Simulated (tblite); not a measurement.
Species: C4H6FN.
Atom-mapped SMILES: `[H]/[N:1]=[CH:2]\[CH2:3]/[CH:4]=[CH:5]\[F:6]` (hydrogens: H7 on N1; H8 on C2; H9, H10 on C3; H11 on C4; H12 on C5)

Computed with GFN2-xTB (tblite), gas phase: L-BFGS steps from a force-field or distance-geometry start until the largest atomic force falls under 0.01 eV/Å.

Step 33: E = -522.7225 eV
```
atom  x, y, z in Å  |  force x, y, z in eV/Å
N1     -2.4258    0.8127   -0.1682   -0.019   0.003   0.030
C2     -1.2858    0.6857    0.3274    0.075  -0.004  -0.038
C3     -0.3841   -0.5276    0.2933   -0.056   0.026   0.038
C4      0.8104   -0.2257   -0.5548   -0.040  -0.029  -0.047
C5      2.0429   -0.0454   -0.1208    0.022  -0.036   0.042
F6      2.3787   -0.1613    1.1747   -0.015   0.021   0.076
H7     -2.7940   -0.0161   -0.6354   -0.008  -0.001  -0.002
H8     -0.8675    1.5577    0.8230   -0.010  -0.015   0.002
H9     -0.0727   -0.7648    1.3120    0.021  -0.004   0.007
H10    -0.9320   -1.3747   -0.1296    0.019  -0.014   0.018
H11     0.6329   -0.1276   -1.6121   -0.015   0.045  -0.102
H12     2.8983    0.1861   -0.7357    0.024   0.008  -0.025
```

Step 34: E = -522.7233 eV
```
atom  x, y, z in Å  |  force x, y, z in eV/Å
N1     -2.4347    0.8120   -0.1447    0.083  -0.036   0.049
C2     -1.2789    0.6873    0.3179   -0.039   0.022  -0.059
C3     -0.3839   -0.5314    0.2781   -0.092   0.035   0.046
C4      0.8186   -0.2310   -0.5590   -0.053  -0.023  -0.027
C5      2.0451   -0.0410   -0.1118    0.017  -0.042   0.034
F6      2.3705   -0.1482    1.1871   -0.031   0.016   0.071
H7     -2.8226   -0.0208   -0.5919    0.035   0.041   0.033
H8     -0.8442    1.5656    0.7915   -0.031  -0.060  -0.023
H9     -0.0866   -0.7789    1.2999    0.036   0.010  -0.031
H10    -0.9373   -1.3703   -0.1543    0.032  -0.014   0.019
H11     0.6512   -0.1353   -1.6188   -0.006   0.034  -0.076
H12     2.9040    0.1912   -0.7202    0.050   0.016  -0.036
```

**Question.** Estimate the geometry and energy of step 35. (The exact step hangs on the optimiser's Hessian estimate; all steps are aligned on step 34, rigid shifts and turns removed.)

**Answer.** E = -522.7241 eV, largest force 0.075 eV/Å
```
atom  x, y, z in Å  |  force x, y, z in eV/Å
N1     -2.4345    0.8112   -0.1399    0.029  -0.009   0.018
C2     -1.2766    0.6876    0.3155   -0.019   0.008  -0.021
C3     -0.3837   -0.5317    0.2764   -0.069   0.022   0.018
C4      0.8196   -0.2331   -0.5616   -0.043  -0.005  -0.007
C5      2.0447   -0.0411   -0.1101    0.013  -0.037   0.011
F6      2.3670   -0.1454    1.1903   -0.040   0.010   0.044
H7     -2.8240   -0.0210   -0.5847    0.014   0.011   0.018
H8     -0.8433    1.5664    0.7861    0.005  -0.030  -0.004
H9     -0.0878   -0.7816    1.2982    0.042   0.021  -0.039
H10    -0.9383   -1.3694   -0.1561    0.025  -0.022   0.012
H11     0.6533   -0.1337   -1.6225    0.001   0.017  -0.031
H12     2.9049    0.1909   -0.7176    0.041   0.014  -0.020
```

The energy changes by -0.0008 eV. The first-order estimate −F·Δx gives -0.0011 eV and the mean of the old and new forces, exact on a quadratic surface, -0.0008 eV. The step makes an angle of 72° with the force vector and moves no atom by more than 0.007 Å.

The cost below is that of the whole relaxation. On an Arm Neoverse V1 with one thread, no GPU, shared host with 32 logical CPUs at a one-minute load of 9.3, this took 0.2 s of wall time.
